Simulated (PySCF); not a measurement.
## What binds NaC: the parts of the energy along the bond

State: ⁴Σ⁻, quartet, unpaired electrons σ ↑, π ↑↑. ROHF-based CCSD(T) in PySCF 2.14 with Na cc-pCVDZ, C aug-cc-pVDZ and Na cc-pCVTZ, C aug-cc-pVTZ (frozen core orbitals: 2; no relativity). Correlation energies are extrapolated as n⁻³ (n = 2, 3), Hartree–Fock as (n+1)·exp(−9√n). CV is the change on freezing 1 orbitals instead, in Na cc-pCVTZ, C cc-pwCVTZ. SR is the spin-free X2C energy in Na cc-pCVTZ-DK, C cc-pVTZ-DK less the non-relativistic one in Na cc-pCVTZ, C cc-pVTZ. All energies in eV from Na + C.

| R (Å) | HF/CBS | CCSD corr. | (T) | CV | SR | total |
| --- | --- | --- | --- | --- | --- | --- |
| 1.9713 | -1.092 | -0.543 | -0.0650 | -0.0144 | 0.0034 | -1.710 |
| 2.0609 | -1.280 | -0.525 | -0.0649 | -0.0131 | 0.0045 | -1.879 |
| 2.1505 | -1.376 | -0.514 | -0.0654 | -0.0119 | 0.0053 | -1.962 |
| 2.2401 | -1.404 | -0.507 | -0.0663 | -0.0110 | 0.0059 | -1.983 |
| 2.3297 | -1.385 | -0.504 | -0.0675 | -0.0101 | 0.0063 | -1.960 |
| 2.4417 | -1.314 | -0.503 | -0.0692 | -0.0092 | 0.0067 | -1.888 |
| 2.5537 | -1.208 | -0.504 | -0.0710 | -0.0084 | 0.0069 | -1.785 |

A fit to the total gives Re = 2.2331 Å, De = 1.983 eV, ωe = 440.2 cm⁻¹, Be = 0.4288 cm⁻¹ (masses 22.9898 and 12.0000 u).

Question: At R = 2.2401 Å the CCSD correlation energy is -0.287038 hartree in the smaller basis and -0.380272 in the larger. Extrapolate it.

Answer: (3³·E3 − 2³·E2)/(3³ − 2³) = -0.41953 hartree; the larger basis holds 90.6 % of it.

The T1 diagnostic is 0.016. The state was picked by a PBE0 search and need not be the measured ground state. Spin–orbit coupling, excitations beyond (T) and corrections to the Born–Oppenheimer picture are left out.
